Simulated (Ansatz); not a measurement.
# C3H3 radical: small, medium and large basis sets

Aim: see how fast density functionals converge with the basis set for C3H3 radical.

Computed with Ansatz 0.2.0, Gaussian basis. Level: one geometry, several basis sets.

Plan: PBE0-D4/def2-SVP; ωB97M-V/def2-SVP; PBE0-D4/def2-QZVPP; ωB97M-V/def2-QZVPP; the functionals' def2-TZVPP values are taken from earlier runs.

1 further run of the same task is left out (it didn't finish).

## Step 1: The geometry

The geometry comes from an earlier relaxation with PBE0-D4 in a triple-zeta def2 set; it is a stationary point.

SMILES `[CH]=C=C`, 6 atoms, charge 0, spin multiplicity 2.

Atoms are counted from 1 here; the program's logs count them from 0.

Bond lengths: C1–C2 1.221 Å, C1–H4 1.064 Å, C2–C3 1.363 Å, C3–H5 1.083 Å, C3–H6 1.083 Å. Angles: C2–C1–H4 180.0°, C1–C2–C3 180.0°, C2–C3–H5 120.7°, C2–C3–H6 120.7°, H5–C3–H6 118.5°.

## Step 2: PBE0-D4 in def2-SVP

Contents of in.yaml:

```yaml
crystal:
  periodic: [false, false, false]
  atoms:
    - {symbol: C, position_ang: [-1.297368, -0.372151, -0.660545]}
    - {symbol: C, position_ang: [-0.243368, -0.069746, -0.123931]}
    - {symbol: C, position_ang: [0.933661, 0.267858, 0.475357]}
    - {symbol: H, position_ang: [-2.215947, -0.635850, -1.128174]}
    - {symbol: H, position_ang: [1.864947, 0.234429, -0.075884]}
    - {symbol: H, position_ang: [0.958076, 0.575450, 1.513176]}
basis:
  gaussian: {orbitals: def2-SVP}
magnetization: {spin_polarized: true, initial_magnetization: 1}
hamiltonian: {xc: pbe0, dispersion: d4}
output: {orbitals: {seedname: orbitals}}
```

Run with:

```console
$ ansatz run in.yaml --threads 4 --pin off --events-out ev --progress --plain --max-ram 10444MiB
```

The runs that follow: ωB97M-V in def2-SVP; PBE0-D4 in def2-QZVPP; ωB97M-V in def2-QZVPP.

**Question.** What will the summary of the whole plan be? Wanted: PBE0-D4: double and triple zeta above quadruple; ωB97M-V: double and triple zeta above quadruple.

**Answer**, as computed:

```
                                       quantity          value
PBE0-D4: double and triple zeta above quadruple  3.68, 0.17 eV
ωB97M-V: double and triple zeta above quadruple  3.85, 0.16 eV
```

In words: PBE0-D4 gains 3.50 eV from double to triple zeta, then 0.17 eV more. Total energies overstate the basis error of differences, where much of it tends to cancel.
